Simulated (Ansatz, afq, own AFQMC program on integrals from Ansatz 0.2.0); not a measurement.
AFQMC on a folder of integrals that Ansatz 0.2.0 wrote.

```yaml
crystal:
  periodic: [false, false, false]
  atoms:
    - {symbol: Si, position_ang: [0.022111, 0.154148, 0.567927]}
    - {symbol: O, position_ang: [-0.091682, -0.300620, -1.018313]}
    - {symbol: H, position_ang: [0.108608, 1.003466, 1.797967]}
    - {symbol: H, position_ang: [0.730591, -0.526833, -1.458789]}
basis:
  gaussian: {orbitals: cc-pVDZ}
magnetization: {spin_polarized: true, initial_magnetization: 2}
correlation: {method: ccsd_t, electrons: outside_noble_gas, hamiltonian_folder: ham}
```

```sh
$ ansatz run in.yaml --threads 1 --pin off --events-out ev --progress --plain --max-ram 1382MiB
```

Options of the walk:

```
--method phaseless --trial cisd --walkers 60 --populations 1 --least-time 40 --time-step 0.005 --steps-per-block 50 --equilibration-blocks 28 --max-blocks 300 --target-error 0.00042 --factor-cut 1e-05 --start spin_pure --seed 2796 --release-times 0.24,0.51,0.99,1.62,2.4 --release-step 0.03 --release-every 4 --taylor-order 6
```

Times are imaginary, in 1/Eh. The walk had a cap of 1252 s.

Output of the walk:

```
orbitals 36  electrons 7 5  factors 268 of 399
reference energy -364.86935636 Eh
CCSD correlation -0.27752533 Eh in 15 cycles, weight of the determinant in the CISD state 0.8959
energy of the start -365.146659 Eh
 block  time / (1/Eh)  mean weight  energy / Eh
     1     0.250  0.9991  -365.143751
     2     0.500  1.0020  -365.144285
     3     0.750  1.0002  -365.146475
     4     1.000  1.0015  -365.152100
     5     1.250  1.0000  -365.149681
     7     1.750  0.9985  -365.149799
     9     2.250  0.9986  -365.157011
    17     4.250  0.9986  -365.161322
    33     8.250  0.9993  -365.155711
    41    10.250  1.0046  -365.178761
    49    12.250  0.9993  -365.154346
    65    16.250  1.0030  -365.152291
    81    20.250  1.0003  -365.159838
    97    24.250  1.0006  -365.151615
   113    28.250  1.0006  -365.157130
   129    32.250  1.0012  -365.158578
   145    36.250  0.9975  -365.148375
   153    38.250  1.0011  -365.147929
   161    40.250  0.9994  -365.155326
   177    44.250  0.9964  -365.149322
   193    48.250  0.9996  -365.152081
   209    52.250  1.0030  -365.153195
   225    56.250  0.9988  -365.152912
   241    60.250  1.0043  -365.151159
   257    64.250  0.9978  -365.153504
   273    68.250  0.9997  -365.152626
   289    72.250  1.0008  -365.153405
   305    76.250  1.0002  -365.157242
   321    80.250  1.0034  -365.159807
blocks merged  error / Eh  count
     1  0.000293  300
     2  0.000336  150
     4  0.000396  75
     8  0.000475  37
    16  0.000448  18
    32  0.000338  9
released: time / (1/Eh)  energy / Eh  error  mean overlap
  0.24  -365.154472  0.000393  1.0098
  0.51  -365.154843  0.000380  1.0103
  0.99  -365.155602  0.000604  0.9912
  1.62  -365.154887  0.000705  0.9980
  2.40  -365.155281  0.000829  1.0000
energy -365.155033 +/- 0.000475 Eh
(rows thinned)
```

The run passed its tests (sampling time, drift between the halves within three errors, error under three times the target), which doesn't prove that it has relaxed.

Against this walk (error 12.9 meV) on the same determinant: CCSD(T) 41.0 meV higher, CCSDT(Q) 0.9 meV lower (within the noise). The error is statistical and leaves out the bias of the constraint. Released to 2.40 1/Eh the energy moves by -7 ± 26 meV (both errors), within twice the noise.

Cautions: constraint bias not in the error; error above the target (12.9 against 11.4 meV); lower spins were not checked.

The walk took 7.2 min on 1 thread of Arm Neoverse V2, on a shared host. The log's last line is the phaseless energy.

CCSDT and higher add their correlation energy to the determinant of the CCSD(T) run, since their own runs factorise the integrals more tightly (a shift of under 2 meV).
